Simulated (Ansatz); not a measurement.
**CH₅N (triplet): wave-function methods side by side at distance N1–H4 along a hydrogen transfer = 1.217 Å, cc-pVDZ**

One table from this session's results is given with a row withheld; the runs are named, their logs left out.

The runs use Ansatz 0.2.0, Gaussian basis; cc-pVDZ, core rule «outside noble gas», up to 2 orbitals frozen.

The runs, in order: UHF; CCSD(T) on ROHF; CCSD(T) on UHF; BCCD(T) on ROHF; CISD; CCSDT(Q) on ROHF; CCSDT(Q) on UHF; CASSCF and MRCISD+Q, 4 electrons in 4 orbitals; CASSCF and NEVPT2, 4 electrons in 4 orbitals.

**What is computed**

The geometry derives from fragments relaxed apart (PBE0/def2-TZVP) and kept rigid, so it is no stationary point. A hydrogen atom is moved between rigid fragments.

7 atoms, charge 0, spin multiplicity 3.

Atoms are counted from 1 here; the program's logs count them from 0.

Bond lengths: N1–H2 1.012 Å, N1–H3 1.012 Å, N1–H4 1.217 Å, H4–C5 1.172 Å, C5–H6 1.079 Å, C5–H7 1.079 Å. Angles: H2–N1–H3 107.1°, H2–N1–H4 107.1°, H3–N1–H4 107.1°, N1–H4–C5 180.0°, H4–C5–H6 112.6°, H4–C5–H7 112.6°, H6–C5–H7 134.8°.

Geometry (Å):

```xyz
7
charge 0, multiplicity 3
N    -1.1261   -0.0184   -0.0286
H    -1.4233    0.9495   -0.0286
H    -1.4233   -0.4207    0.8517
H     0.0909   -0.0184   -0.0286
C     1.2629   -0.0184   -0.0286
H     1.6774   -0.0184    0.9676
H     1.6774   -0.0184   -1.0247
```

The first run:

File in.yaml:

```yaml
crystal:
  periodic: [false, false, false]
  atoms:
    - {symbol: N, position_ang: [-1.126068, -0.018354, -0.028568]}
    - {symbol: H, position_ang: [-1.423348, 0.949480, -0.028568]}
    - {symbol: H, position_ang: [-1.423347, -0.420653, 0.851691]}
    - {symbol: H, position_ang: [0.090932, -0.018354, -0.028568]}
    - {symbol: C, position_ang: [1.262932, -0.018354, -0.028568]}
    - {symbol: H, position_ang: [1.677400, -0.018354, 0.967593]}
    - {symbol: H, position_ang: [1.677400, -0.018354, -1.024729]}
basis:
  gaussian: {orbitals: cc-pVDZ}
magnetization: {spin_polarized: true, initial_magnetization: 2}
hamiltonian: {xc: hf}
output: {orbitals: {seedname: orbitals}}
```

Launch:

```
$ ansatz run in.yaml --threads 1 --pin off --events-out ev --progress --plain --max-ram 2816MiB --backend cpu
```

Among the steps run: UHF; CCSD(T) on ROHF; CCSD(T) on UHF; BCCD(T) on ROHF; CISD; CCSDT(Q) on ROHF; CCSDT(Q) on UHF; CASSCF and MRCISD+Q, 4 electrons in 4 orbitals; CASSCF and NEVPT2, 4 electrons in 4 orbitals.

One table of the session follows, with a row left open; its other results are not shown here.

| method | from UCCSDT(Q) (meV) |
| --- | --- |
| ROHF | ? |
| UHF | +9265.2 |
| RMP2 | +1181.0 |
| UMP2 | +1282.5 |
| CISD | +1048.4 |
| RCCSD | +253.0 |
| UCCSD | +242.2 |
| RCCSD(T) | +36.5 |
| UCCSD(T) | +37.4 |
| BCCD(T) | +37.3 |
| RCCSDT | +16.0 |
| UCCSDT | +14.3 |
| RCCSDT(Q) | +1.0 |
| UCCSDT(Q) | 0 |
| CASSCF pair | +9004.0 |
| NEVPT2 pair | +1256.2 |
| MRCISD pair | +944.9 |
| MRCISD+Q pair | +132.2 |

Q: Estimate the row for ROHF from the others.

**Answer.** from UCCSDT(Q) (meV): +9685.2. In the column «from UCCSDT(Q) (meV)» it is the highest.

To keep in mind: Restricted and unrestricted rows rest on different reference determinants; where their highest levels disagree by more than a few hundredths of an eV, they describe different states and don't form one ladder.
